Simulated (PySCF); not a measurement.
B, charge -1, triplet; HF/cc-pVTZ (PySCF).

PySCF was given this input:
```python
from pyscf import gto, scf

mol = gto.Mole()
mol.atom = '''
    B     0.000000    0.000000    0.000000
'''
mol.basis = 'cc-pvtz'
mol.charge = -1
mol.spin = 2
mol.verbose = 4
mol.build()

mf = scf.UHF(mol)
mf.kernel()
mf.analyze()
```

Q: Predict the main parts of the log of this PySCF run.

A: 
```
PySCF version 2.14.0

[INPUT] verbose = 4
[INPUT] num. atoms = 1
[INPUT] num. electrons = 6
[INPUT] charge = -1
[INPUT] spin (= nelec alpha-beta = 2S) = 2
[INPUT] symmetry False subgroup None
[INPUT] Mole.unit = angstrom
[INPUT] Symbol           X                Y                Z      unit          X                Y                Z       unit  Magmom
[...]
nuclear repulsion = 0
number of shells = 9
number of NR pGTOs = 42
number of NR cGTOs = 30
basis = cc-pvtz
ecp = {}

******** <class 'pyscf.scf.uhf.UHF'> ********
method = UHF
initial guess = minao
damping factor = 0
level_shift factor = 0
DIIS = <class 'pyscf.scf.diis.CDIIS'>
diis_start_cycle = 1
diis_space = 8
diis_damp = 0
SCF conv_tol = 1e-09
SCF conv_tol_grad = None
SCF max_cycles = 50
direct_scf = True
direct_scf_tol = 1e-13
number electrons alpha = 4  beta = 2
Set gradient conv threshold to 3.16228e-05
init E= -24.3431094659466

cycle= 1 E= -24.4975804369976  delta_E= -0.154  |g|= 0.0794  |ddm|= 0.787
cycle= 2 E= -24.5072589564043  delta_E= -0.00968  |g|= 0.0333  |ddm|= 0.182
cycle= 3 E= -24.5097988650065  delta_E= -0.00254  |g|= 0.00885  |ddm|= 0.117
cycle= 4 E= -24.5100020624619  delta_E= -0.000203  |g|= 0.00315  |ddm|= 0.036
cycle= 5 E= -24.5100283760291  delta_E= -2.63e-05  |g|= 0.00101  |ddm|= 0.0137
cycle= 6 E= -24.5100310989425  delta_E= -2.72e-06  |g|= 4.54e-05  |ddm|= 0.00601
cycle= 7 E= -24.5100311007332  delta_E= -1.79e-09  |g|= 3.25e-06  |ddm|= 9.52e-05
cycle= 8 E= -24.5100311007539  delta_E= -2.07e-11  |g|= 2.48e-07  |ddm|= 1.58e-05
Extra cycle  E= -24.510031100754  delta_E= -6.39e-14  |g|= 7.35e-08  |ddm|= 4.07e-07
converged SCF energy = -24.510031100754  <S^2> = 2.008821  2S+1 = 3.0058749
**** SCF Summaries ****
Total Energy =                         -24.510031100753991
Nuclear Repulsion Energy =               0.000000000000000
One-electron Energy =                  -33.873333149243194
Two-electron Energy =                    9.363302048489203
Two-electron Coulomb Energy =           13.315567295678479
DFT Exchange-Correlation Energy =       -3.952265247189276
**** MO energy ****
                             alpha | beta                alpha | beta
[...]
To work with the spin densities directly, `use mulliken_meta_spin()` only printing them here.

 ** Mulliken spin pop alpha/beta on meta-lowdin orthogonal AOs **
 ** Mulliken Spin Density (per AO)  **
spin_pop of  0 B 1s       -0.00001
spin_pop of  0 B 2s        0.00462
spin_pop of  0 B 3s       -0.00471
spin_pop of  0 B 4s       -0.00018
spin_pop of  0 B 2px       0.71976
spin_pop of  0 B 2py       0.78547
spin_pop of  0 B 2pz       0.35976
spin_pop of  0 B 3px       0.04773
spin_pop of  0 B 3py       0.05209
spin_pop of  0 B 3pz       0.02386
spin_pop of  0 B 4px       0.00437
spin_pop of  0 B 4py       0.00477
spin_pop of  0 B 4pz       0.00219
spin_pop of  0 B 3dxy      0.00003
spin_pop of  0 B 3dyz      0.00007
spin_pop of  0 B 3dz^2     0.00004
spin_pop of  0 B 3dxz      0.00010
spin_pop of  0 B 3dx2-y2    0.00000
spin_pop of  0 B 4dxy      0.00000
spin_pop of  0 B 4dyz      0.00001
spin_pop of  0 B 4dz^2     0.00000
spin_pop of  0 B 4dxz      0.00001
spin_pop of  0 B 4dx2-y2    0.00000
spin_pop of  0 B 4f-3      0.00000
spin_pop of  0 B 4f-2      0.00000
spin_pop of  0 B 4f-1      0.00000
spin_pop of  0 B 4f+0      0.00000
spin_pop of  0 B 4f+1      0.00000
spin_pop of  0 B 4f+2      0.00000
spin_pop of  0 B 4f+3      0.00000
 ** Mulliken Spin Density (per atom)  **
spin density of  0 B =      2.00000
 ** Mulliken pop alpha/beta on meta-lowdin orthogonal AOs **
 ** Mulliken pop       alpha | beta **
[...]
In total             4.00000 | 2.00000
 ** Mulliken atomic charges   ( Nelec_alpha | Nelec_beta ) **
charge of  0B =     -1.00000  (     4.00000      2.00000 )

WARN: System has nonzero charge -1; the dipole moment is origin-dependent.
Location of origin: [0. 0. 0.]

Dipole moment(X, Y, Z, Debye):  0.00000,  0.00000, -0.00000
```
